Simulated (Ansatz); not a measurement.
Relaxation of CH$_{9}$NSi (12 atoms, charge 0, multiplicity 1), to a largest force component of 0.03 eV/Å in at most 50 steps.

All numbers below come from RKS PBE-D4/def2-SVP in Ansatz.

```xyz
12
Properties=species:S:1:pos:R:3
Si 0.446 0.017 -0.197
H 0.277 -0.249 1.245
H 1.920 -0.043 -0.509
H -0.056 1.380 -0.565
H -0.242 -1.053 -0.994
N -2.286 -0.095 1.081
H -3.059 -0.727 0.832
C -2.707 0.967 1.980
H -3.183 0.633 2.936
H -1.822 1.584 2.246
H -3.431 1.641 1.474
H -1.526 -0.658 1.525
```

Task: Where does it end, and by what steps?

Result: The run converged. After 12 steps the energy has fallen by 0.154 eV; H11 moved furthest, 0.84 Å.

| step | energy less start (eV) | largest force component (eV/Å) | accepted |
| --- | --- | --- | --- |
| 0 | 0.0000 | 0.779 | yes |
| 1 | -0.0622 | 0.378 | yes |
| 2 | -0.0781 | 0.311 | yes |
| 3 | -0.1110 | 0.373 | yes |
| 4 | -0.1189 | 0.611 | yes |
| 5 | -0.1394 | 0.164 | yes |
| 6 | -0.1468 | 0.086 | yes |
| 7 | -0.1468 | 0.184 | no |
| 8 | -0.1504 | 0.033 | yes |
| 9 | -0.1524 | 0.083 | yes |
| 10 | -0.1530 | 0.069 | yes |
| 11 | -0.1539 | 0.043 | yes |
| 12 | -0.1543 | 0.022 | yes |

```xyz
12
Properties=species:S:1:pos:R:3
Si 0.288 0.082 -0.133
H 0.666 -0.046 1.316
H 1.599 0.281 -0.875
H -0.525 1.312 -0.427
H -0.305 -1.176 -0.705
N -2.121 -0.267 1.220
H -2.832 -0.565 0.540
C -2.540 0.942 1.921
H -3.497 0.864 2.493
H -1.747 1.251 2.634
H -2.651 1.772 1.192
H -2.002 -1.051 1.875
```

Run time: 21 s on 2 threads of Intel(R) Xeon(R) Platinum 8259CL CPU @ 2.50GHz (Skylake/Cascade Lake), on a shared host, peak memory 0.14 GiB.
